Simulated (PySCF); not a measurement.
C4H7O2 (charge +1).
Atom-mapped SMILES: `[CH3:1][C+:2]1[O:3][CH2:4][CH2:5][O:6]1` (hydrogens: H7, H8, H9 on C1; H10, H11 on C4; H12, H13 on C5)

Geometry (GFN2-xTB, Å), atoms numbered from 1 in this order:
```
atom  x, y, z in Å
C1     2.0185   -0.6728    0.0723
C2     0.6309   -0.2150    0.0301
O3    -0.3253   -0.9850   -0.3232
C4    -1.5682   -0.2610   -0.2839
C5    -1.1243    1.1389    0.1857
O6     0.2983    0.9816    0.3356
H7     2.5966   -0.1570   -0.6995
H8     2.4788   -0.4027    1.0240
H9     2.0755   -1.7461   -0.0916
H10   -2.0049   -0.2776   -1.2855
H11   -2.2387   -0.7733    0.4103
H12   -1.3038    1.9322   -0.5437
H13   -1.5377    1.4383    1.1518
```

Computed geometry: GFN2-xTB, gas phase.

Take the most abundant isotopes and a rigid rotor. 

Question: What are A, B and C (cm⁻¹)?

Answer: Ia = 64.12, Ib = 145.64, Ic = 200.29 u·Å²; 505379 MHz·u·Å²/I gives 7882, 3470 and 2523 MHz, that is A = 0.26292, B = 0.11575, C = 0.08417 cm⁻¹.

Question: Classify the top.

Answer: An asymmetric top. Ray's parameter κ = (2B − A − C)/(A − C) = -0.647; −1 is the prolate and +1 the oblate limit.

Question: What does the inertial defect say?

Answer: Not planar: Δ = Ic − Ia − Ib = -9.47 u·Å². For a rigid frame Δ = −2 Σ m c², so Σ m c² = 4.73 u·Å² lies off the ab plane, practically all of it from hydrogen. The atom farthest from that plane is 0.95 Å away.

Question: List the rotational levels J(Ka,Kc) to J = 4 (K).

Answer: Above 0(0,0), as E/k:
J = 1: 1(0,1) 0.288, 1(1,1) 0.499, 1(1,0) 0.545
J = 2: 2(0,2) 0.856, 2(1,2) 1.029, 2(1,1) 1.166, 2(2,1) 1.801, 2(2,0) 1.807
J = 3: 3(0,3) 1.694, 3(1,3) 1.820, 3(1,2) 2.092, 3(2,2) 2.664, 3(2,1) 2.696, 3(3,1) 3.840, 3(3,0) 3.840
J = 4: 4(0,4) 2.786, 4(1,4) 2.868, 4(1,3) 3.318, 4(2,3) 3.809, 4(2,2) 3.900, 4(3,2) 5.002, 4(3,1) 5.006, 4(4,1) 6.633, 4(4,0) 6.633
Those of J = 1 are B + C, A + C and A + B.

No frequency check. Zero-point vibration and centrifugal distortion are left out.
